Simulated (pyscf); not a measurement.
Optimised with ωB97X-D3(BJ)/def2-SVP in PySCF.

For HZn–SeH + H₂ → ZnH₂ + H₂Se, a four-centre exchange (singlet surface; Se–Zn, H–H broken, H–Zn, H–Se formed), PBE/def2-TZVP gives ΔE‡ = 127.2 kJ/mol and ΔE = +95.1 kJ/mol (zero: the separated reactants). In which direction and how far do r²SCAN/def2-TZVP, PBE0-D3(BJ)/def2-TZVP, ωB97M-D3(BJ)/def2-TZVP move these?

r²SCAN: ΔE‡ = 131.5 kJ/mol, ΔE = +100.6 kJ/mol; PBE0-D3(BJ): ΔE‡ = 134.5 kJ/mol, ΔE = +98.8 kJ/mol; ωB97M-D3(BJ): ΔE‡ = 153.2 kJ/mol, ΔE = +90.7 kJ/mol. PBE's barrier lies under all of them, by 4.3 to 26.0 kJ/mol. Its reaction energy lies among theirs. On the product side the descent ends in an adduct with a Se–Zn contact, 29.5 kJ/mol under the separated species and 76.0 kJ/mol under the saddle at ωB97X-D3(BJ)/def2-TZVP. What is counted as broken (Se–Zn) persists as a longer contact in the product adduct; parting that adduct is a step of its own. This is the saddle that the search found; another between the same sides may lie lower. Elements up to Kr have no core potential and no relativistic terms here.
